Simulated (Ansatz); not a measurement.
# A rate constant, worked out

An elementary step of CH$_{5}$AlO, singlet (CH₅AlO ([CH3][O][AlH2]) → CH₂O ([CH2][O]) + AlH₃ (still joined by a long Al–O bond); Al–O, C–H broken or loosened, Al–H formed or tightened). The start structure is the reactant molecule, and the electronic barrier above it is 2.131 eV by CCSD(T) at an estimated basis limit (MP2 extrapolated from triple and quadruple zeta, plus CCSD(T) − MP2 in triple zeta). Program: Ansatz 0.2.0. Basis: def2-TZVPP and def2-QZVPP. Cores are frozen in the correlated methods. Extrapolation: Hartree–Fock as exp(−7.88 √X), correlation as X^−2.97. Harmonic wavenumbers at PBE0-D4/def2-TZVP (Ansatz 0.2.0), in cm⁻¹:

Start: 116, 151, 206, 551, 611, 705, 789, 1177, 1190, 1227, 1484, 1493, 1501, 1927, 1963, 3002, 3066, 3082.

Saddle: 356i, 159, 329, 461, 465, 528, 734, 774, 796, 1183, 1257, 1505, 1678, 1743, 1908, 1923, 3006, 3103.

Work out the transition-state-theory rate constant at 800 K from these numbers alone (harmonic vibrations; rotation, path degeneracy and anharmonicity left out), and the Wigner tunnelling factor. Use 1 cm⁻¹ = 1.2398 × 10⁻⁴ eV and k_B = 8.617 × 10⁻⁵ eV/K.

Zero-point energies, half the sums: start 24241/2 cm⁻¹ = 1.5028 eV; saddle, real modes only, 21552/2 cm⁻¹ = 1.3361 eV.
Barrier with zero-point energy: 2.131 + 1.3361 − 1.5028 = 1.9643 eV.
k_BT = 0.06894 eV, so the barrier is 28.49 k_BT.
Vibrational partition functions from the zero-point level, ln q = −Σ ln(1 − exp(−hν/k_BT)): start 6.411, saddle 5.172.
k = (k_BT/h) exp(ln q‡ − ln q) exp(−E0/k_BT), with log₁₀(k_BT/h in s⁻¹) = 13.22: log₁₀ k = 13.22 + (-1.239 − 28.49)/2.3026 = 0.31, so k ≈ 2 × 10^(0) s⁻¹.
Wigner factor: 1 + (hν‡/k_BT)²/24 = 1 + (0.64)²/24 = 1.02. A change of 1 kcal/mol (0.043 eV) in the barrier would change k by a factor of 1.9 at this temperature.

No T1 diagnostic of these runs exceeds 0.019.

Such eliminations are a main way in which metal alkyl precursors decompose in metal-organic vapour deposition.

Labels in which every atom is bracketed show which atoms are joined, not bond orders.

For scale, one of the runs: CCSD(T)/def2-TZVPP, 174 basis functions, launched by `ansatz run in.yaml --threads 2 --pin off --events-out ev --progress --plain --max-ram 4352MiB`. The run took 21 s on 2 CPU threads of an Intel Xeon Platinum 8259CL (shared host), with 1.5 GiB of host memory at its peak.
